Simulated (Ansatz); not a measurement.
Cartesian coordinates (Å):
```xyz
5

C      0.7995    -0.3204     0.0391
C     -0.4709    -0.0379     0.0425
H      1.7361     0.1760    -0.1675
H     -0.8386     0.9567    -0.2206
H     -1.2262    -0.7744     0.3064
```
Charge 0, spin multiplicity 2.

These are frozen-core CCSD(T)/cc-pVTZ // PBE0-D4/def2-TZVP run with Ansatz (a quantum-chemistry and plane-wave program) values and carry that method's errors.

```yaml
HF energy: -77.41972 Ha
MP2 correlation energy: -0.28538 Ha
```

Problem. Estimate the CCSD correlation energy, the (T) correction, the total energy and the T1 diagnostic.

Solution. 
The CCSD correlation energy is -0.31868 Ha and the (T) correction is -0.01361 Ha. The CCSD(T) total energy comes out as -77.75201 Ha and the T1 diagnostic comes out as 0.042.
